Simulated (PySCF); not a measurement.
Stretching SiN

Set-up: basis Si def2-TZVP, N def2-TZVP; no relativity; PySCF 2.14. Energies in eV from Si + N in their ground configurations at the same level. All curves are PBE0. state 1: ²Σ⁺ (doublet), unpaired electrons σ ↑; state 2: ²Π (doublet), unpaired electrons π ↑, a second solution, started from another occupation; state 3: ⁴Π (quartet), unpaired electrons π ↑↑↑, a second solution, started from another occupation; state 4: ⁶Σ⁺ (sextet), unpaired electrons σ ↑, π ↑↑↑↑, a second solution, started from another occupation.

| R (Å) | state 1 | state 2 | state 3 | state 4 |
| --- | --- | --- | --- | --- |
| 1.347 | -2.696 | -1.439 | 3.914 | 6.9324 |
| 1.409 | -3.668 | -2.764 | 2.038 | 4.9627 |
| 1.472 | -4.208 | -3.605 | 0.670 | 3.4945 |
| 1.519 | -4.400 | -3.994 | -0.098 | 2.6479 |
| 1.566 | -4.454 | -4.223 | -0.691 | 1.9754 |
| 1.613 | -4.399 | -4.324 | -1.141 | 1.4444 |
| 1.676 | -4.204 | -4.307 | -1.565 | 0.9122 |
| 1.754 | -3.828 | -4.112 | -1.881 | 0.4593 |
| 1.848 | -3.288 | -3.724 | -2.037 | 0.1339 |
| 1.973 | -2.567 | -3.126 | -2.005 | -0.0721 |

Put a parabola through the three lowest points of the state 1 curve and estimate Re, k and ωe (reduced mass 9.332 u; 1 eV/Å² = 0.16022 mdyn/Å; ωe = 1302.8·√(k/μ) cm⁻¹).

Through R = 1.519, 1.566, 1.613 Å the second-order coefficient is 24.7 eV/Å², so Re ≈ 1.566 Å, k ≈ 7.91 mdyn/Å and ωe ≈ 1199 cm⁻¹. A polynomial fit of higher order to the unrounded PBE0 energies gives Re = 1.564 Å, k = 7.88 mdyn/Å, ωe = 1197 cm⁻¹; anharmonicity and rounding make the difference.

The higher-order fit for each curve: state 1: Re = 1.564 Å, ωe = 1197 cm⁻¹, De = 4.45 eV; state 2: Re = 1.637 Å, ωe = 1080 cm⁻¹, minimum 4.34 eV below the ground-state fragments; state 3: Re = 1.889 Å, ωe = 657 cm⁻¹, minimum 2.05 eV below the ground-state fragments. State 4 gave no clean fit.

⟨S²⟩ of the unrestricted solution departs from its pure value on part of the curve, where spin states mix. The state was picked by a PBE0 search and need not be the measured ground state.
